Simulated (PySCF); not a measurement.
**Bond curve of AlCl⁺**

Set-up: basis Al def2-TZVP, Cl def2-TZVP; no relativity; PySCF 2.14. Energies in eV from Al⁺ + Cl in their ground configurations at the same level. State: ²Σ⁺ (doublet), unpaired electrons σ ↑.

All columns are PBE0. A positive dipole points towards Cl; it is taken about the centre of mass and depends on that origin.

```json
{"R (Å)": "1.743", "E (eV)": "-0.875", "μ (D)": "-4.12", "Mulliken charge on Al (basis-dependent)": "0.79", "HOMO (eV)": "-14.35", "LUMO (eV)": "-10.57", "Mayer bond order": "1.83", "⟨S²⟩": "0.75"}
{"R (Å)": "1.824", "E (eV)": "-1.584", "μ (D)": "-4.54", "Mulliken charge on Al (basis-dependent)": "0.83", "HOMO (eV)": "-14.49", "LUMO (eV)": "-10.75", "Mayer bond order": "1.77", "⟨S²⟩": "0.75"}
{"R (Å)": "1.905", "E (eV)": "-1.969", "μ (D)": "-4.97", "Mulliken charge on Al (basis-dependent)": "0.87", "HOMO (eV)": "-14.61", "LUMO (eV)": "-10.93", "Mayer bond order": "1.70", "⟨S²⟩": "0.75"}
{"R (Å)": "1.966", "E (eV)": "-2.103", "μ (D)": "-5.28", "Mulliken charge on Al (basis-dependent)": "0.90", "HOMO (eV)": "-14.69", "LUMO (eV)": "-11.07", "Mayer bond order": "1.65", "⟨S²⟩": "0.75"}
{"R (Å)": "2.027", "E (eV)": "-2.140", "μ (D)": "-5.59", "Mulliken charge on Al (basis-dependent)": "0.93", "HOMO (eV)": "-14.76", "LUMO (eV)": "-11.19", "Mayer bond order": "1.60", "⟨S²⟩": "0.75"}
{"R (Å)": "2.088", "E (eV)": "-2.103", "μ (D)": "-5.89", "Mulliken charge on Al (basis-dependent)": "0.95", "HOMO (eV)": "-14.82", "LUMO (eV)": "-11.32", "Mayer bond order": "1.55", "⟨S²⟩": "0.75"}
{"R (Å)": "2.169", "E (eV)": "-1.972", "μ (D)": "-6.26", "Mulliken charge on Al (basis-dependent)": "0.98", "HOMO (eV)": "-14.89", "LUMO (eV)": "-11.47", "Mayer bond order": "1.48", "⟨S²⟩": "0.75"}
{"R (Å)": "2.270", "E (eV)": "-1.728", "μ (D)": "-6.68", "Mulliken charge on Al (basis-dependent)": "1.01", "HOMO (eV)": "-14.95", "LUMO (eV)": "-11.62", "Mayer bond order": "1.38", "⟨S²⟩": "0.76"}
{"R (Å)": "2.392", "E (eV)": "-1.384", "μ (D)": "-7.06", "Mulliken charge on Al (basis-dependent)": "1.03", "HOMO (eV)": "-14.77", "LUMO (eV)": "-11.76", "Mayer bond order": "1.25", "⟨S²⟩": "0.76"}
{"R (Å)": "2.554", "E (eV)": "-0.940", "μ (D)": "-7.35", "Mulliken charge on Al (basis-dependent)": "1.03", "HOMO (eV)": "-14.52", "LUMO (eV)": "-11.84", "Mayer bond order": "1.03", "⟨S²⟩": "0.77"}
```

A fit through these points gives, at Re = 2.024 Å, μ = -5.57 D and dμ/dR = -5.02 D/Å; the reduced mass is 15.23 u.

Task: How strong is the fundamental in the double-harmonic approximation, I = 42.26·(dμ/dR)²/μred km/mol?

Result: I = 42.26·(-5.02)²/15.23 = 69.9 km/mol at PBE0.

For an ion De counts to the pair picked by the measured ionisation energies or electron affinities, which need not be the lowest pair at this level. The state was picked by a PBE0 search and need not be the measured ground state.
